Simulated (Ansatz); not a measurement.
`CCSP`. Total charge 0; spin multiplicity 1. All single points use the PBE0-D4/def2-TZVP geometry. It is one conformer, not always the lowest.

```xyz
11

C    -1.298    1.334    0.228
C     0.048    0.652    0.094
S    -0.222   -1.131   -0.174
P     1.778   -1.774   -0.291
H    -1.900    1.201   -0.673
H    -1.159    2.406    0.388
H    -1.862    0.934    1.073
H     0.645    0.784    0.998
H     0.608    1.054   -0.751
H     1.677   -2.565   -1.466
H     1.684   -2.897    0.573
```

What is the dipole moment at PBE/def2-TZVPP? (Estimate.)

Ansatz gave: 0.90 D, with components (0.17, 0.87, 0.13) D in this frame, pointing from negative to positive charge.

And with r2SCAN, B3LYP, ωB97M-V? (Best estimate.)

Ansatz gave: r2SCAN 0.94 D, B3LYP 0.92 D, ωB97M-V 0.92 D.

Give the Mulliken charges with PBE, B3LYP, r2SCAN in def2-TZVPP. (Estimate.)

Computed: 
```json
{"atom": "C1", "PBE": "-0.25", "B3LYP": "-0.24", "r2SCAN": "-0.13"}
{"atom": "C2", "PBE": "-0.11", "B3LYP": "-0.11", "r2SCAN": "-0.01"}
{"atom": "S3", "PBE": "-0.16", "B3LYP": "-0.17", "r2SCAN": "-0.19"}
{"atom": "P4", "PBE": "-0.05", "B3LYP": "-0.01", "r2SCAN": "0.01"}
{"atom": "H5", "PBE": "0.09", "B3LYP": "0.09", "r2SCAN": "0.05"}
{"atom": "H6", "PBE": "0.08", "B3LYP": "0.08", "r2SCAN": "0.05"}
{"atom": "H7", "PBE": "0.09", "B3LYP": "0.09", "r2SCAN": "0.05"}
{"atom": "H8", "PBE": "0.10", "B3LYP": "0.10", "r2SCAN": "0.06"}
{"atom": "H9", "PBE": "0.10", "B3LYP": "0.10", "r2SCAN": "0.06"}
{"atom": "H10", "PBE": "0.05", "B3LYP": "0.03", "r2SCAN": "0.02"}
{"atom": "H11", "PBE": "0.05", "B3LYP": "0.04", "r2SCAN": "0.02"}
```

B3LYP here is the variant with VWN-RPA as its local correlation; programs differ in this.
